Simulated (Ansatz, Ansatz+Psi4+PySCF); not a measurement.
```yaml
atoms:
  - { symbol: H, position_ang: [-1.5277, -1.0078, -0.0017] }
  - { symbol: C, position_ang: [-1.1652, 0.0198, 0.0000] }
  - { symbol: S, position_ang: [0.6672, -0.0871, 0.0000] }
  - { symbol: H, position_ang: [0.9083, 1.2398, -0.0001] }
  - { symbol: H, position_ang: [-1.5324, 0.5224, -0.8938] }
  - { symbol: H, position_ang: [-1.5327, 0.5199, 0.8952] }
```

Basis set: cc-pVTZ on H, C; cc-pV(T+d)Z on S (spherical functions). Frozen core: 6 orbitals. Charge 0, multiplicity 1.

Computed with Ansatz (development build ahead of 0.2.0); each method stands on the lowest determinant of its kind that the runs found. Restricted open shells among the atoms or ions are ROHF, correlated in semicanonical orbitals with singles.

Task: Give the atomization energy at this shape (free ground-state atoms in the same class of orbitals less the molecule, no zero-point energy) of singlet CH₄S by RHF-MP2, RHF.

Result:

```tsv
method	atomization energy
RHF-MP2	462.25 kcal/mol
RHF	356.82 kcal/mol
```
